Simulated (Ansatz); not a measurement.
A run of Ansatz (development build ahead of 0.2.0) on doublet H5O3 at this shape:

```yaml
atoms:
  - { symbol: O, position_ang: [0.0937, -0.0345, 0.0630] }
  - { symbol: H, position_ang: [1.0724, -0.2030, 0.0309] }
  - { symbol: O, position_ang: [2.9404, 0.0331, -0.0140] }
  - { symbol: H, position_ang: [3.1330, 0.8997, -0.3837] }
  - { symbol: H, position_ang: [3.4169, -0.4981, -0.6492] }
  - { symbol: O, position_ang: [-1.3248, 2.6793, 0.3639] }
  - { symbol: H, position_ang: [-1.0744, 1.8076, 0.5294] }
  - { symbol: H, position_ang: [-1.6471, 2.6640, -0.5181] }
```

Its results:

| Item | Value |
| --- | --- |
| Converged | yes |
| Total energy | -227.26168 hartree |
| Spin squared of the determinant | 0.755 |
| Stability test | minimum |

Forces (eV/Å):
```tsv
atom	Fx	Fy	Fz
O1	1.356	-0.398	-0.098
H2	-1.482	0.428	0.170
O3	0.804	0.603	-1.393
H4	-0.450	-0.302	0.775
H5	-0.285	-0.343	0.562
O6	-0.401	1.542	-0.041
H7	0.598	-1.583	0.328
H8	-0.140	0.053	-0.304
```

**Question.** Which input gives this output? Name the method, the orbitals and the basis set, and write the input.

**Answer.** UHF in def2-SVP.

```yaml
crystal:
  periodic: [false, false, false]
  atoms:
    - { symbol: O, position_ang: [0.09372, -0.03447, 0.06297] }
    - { symbol: H, position_ang: [1.07243, -0.20302, 0.03088] }
    - { symbol: O, position_ang: [2.94043, 0.03314, -0.01402] }
    - { symbol: H, position_ang: [3.13302, 0.89969, -0.38375] }
    - { symbol: H, position_ang: [3.4169, -0.49809, -0.64919] }
    - { symbol: O, position_ang: [-1.32475, 2.67926, 0.36388] }
    - { symbol: H, position_ang: [-1.07436, 1.8076, 0.52944] }
    - { symbol: H, position_ang: [-1.6471, 2.664, -0.51814] }
basis:
  gaussian: { orbitals: def2-SVP }
magnetization:
  spin_polarized: true
  initial_magnetization: 1
hamiltonian:
  xc: hf
output:
  forces: true
```
